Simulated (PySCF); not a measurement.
NMR data simulated for an unnamed compound:

$^{1}$H NMR (600 MHz, computed): δ 6.07 (dt, J = 17.9, 10.9 Hz, 1H), 5.16 (dd, J = 17.9, 2.4 Hz, 1H), 5.01 (dd, J = 11.1, 2.4 Hz, 1H), 2.94 (m, 1H), 2.07 (m, 2H), 1.90 (m, 1H), 1.89 (m, 2H), 1.70 (m, 1H).

$^{13}$C{$^{1}$H} NMR (computed): δ 157.7 (CH), 120.1 (CH2), 49.4 (CH), 34.1 (CH2), 22.1 (CH2).

Theory: couplings computed with B3LYP/pcJ-1 (without the spin–dipole term), GIAO PBE/pcSseg-2 shieldings, coordinates at the PBE0-D3(BJ)/def2-SVP level, in PySCF 2.14.0 with density-fitted response routines (no relativistic terms, one computed conformer, no solvent, one averaged value for each set of equivalent atoms).

Shifts are taken against calculated references (same method and geometry level): $^{1}$H, $^{13}$C against TMS.

Task: Which of these does the molecule contain: an S-methyl group, a non-aromatic C=C double bond, a vinyl group CH=CH2, a Si–H bond, a methoxy group?

Result: 
- An S-methyl group: no.
- A non-aromatic C=C double bond: yes.
- A vinyl group CH=CH2: yes (δC 120.1, 157.7; δH 5.16 (dd), 5.01 (dd), 6.07 (dt)).
- A Si–H bond: no.
- A methoxy group: no.

The data belong to `C=CC1CCC1`, C$_{6}$H$_{10}$; they needn't prove each group on their own.

Carbon signals by region: 2 in the sp2 and nitrile region (100–160 ppm), 3 below 50 ppm.

Multiplet labels drop couplings under 1 Hz and merge nearly equal ones. Couplings among chemically equivalent protons are left out too, so labels in AA′BB′ or AA′XX′ sets are apparent multiplicities. Unscaled 3J(H,H) at this level run about 10 % above measured values. Shifts are as computed, not scaled to solution data. Of 1211 compounds with measured shifts, 218 miss one by over three times the rms of a fit or turn the order of signals round; such compounds aren't used in these exercises. Couplings across =CH–CH2 type bonds come from one rotamer and its mirror image, and can be 1–2 Hz further off. Only one conformer was computed, so three-bond couplings in flexible chains and rings are approximate.
